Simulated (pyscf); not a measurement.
Optimised with ωB97X-D3(BJ)/def2-SVP in PySCF.

### Question
What is the homolytic dissociation enthalpy (298 K, ωB97M-D3(BJ)/def2-TZVP) of the C–Sn bond of H₃C–SnH(CH₃)–CH₃ (SMILES [CH3][SnH]([CH3])[CH3]), to CH₃• + H₃C–SnH•–CH₃?

### Answer
C–Sn to CH₃• + H₃C–SnH•–CH₃: 287.4 kJ/mol. The 7 functionals that were run give +262.0 (r²SCAN) to +305.1 kJ/mol (ωB97X-D3(BJ)). Other isomers of H₃C–SnH•–CH₃ were not searched in full and may lie lower. Elements past Kr carry the def2 core potentials, without spin-orbit coupling.
